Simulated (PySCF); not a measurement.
Consider `CN1CC1` (C3H7N). Coordinates in Å; atoms count from 1 in this order:
```
C     1.3561    0.2629    0.0566
N     0.0609    0.3979   -0.5580
C    -1.0845    0.4545    0.3127
C    -0.8147   -0.7446   -0.5207
H     2.0639   -0.1774   -0.6627
H     1.3509   -0.3753    0.9674
H     1.7372    1.2562    0.3398
H    -0.9172    0.3522    1.3942
H    -1.8734    1.1638    0.0387
H    -0.4676   -1.6447    0.0057
H    -1.3991   -0.9430   -1.4261
```

Energies: M06-2X/def2-TZVP (PySCF, density fitting, integration grid level 3) on PBE0-D3(BJ)/def2-SVP structures. Thermal corrections: PBE0-D3(BJ)/def2-SVP frequencies, unscaled, ideal gas at 298.15 K and 1 bar, quasi-RRHO entropy.

(1) Rank these bonds by dissociation enthalpy, weakest first.
A. C1–N2
B. C3–H
C. C1–H

(2) For C3–H, what are ΔE (electronic) and ΔG(298 K) of the homolysis?

## Answers

(1) A (330 kJ/mol), C (397 kJ/mol), B (439 kJ/mol).

(2) ΔE = 468 and ΔG = 403 kJ/mol, beside ΔH = 439 kJ/mol. The radicals are `CN1[CH]C1` and H•.
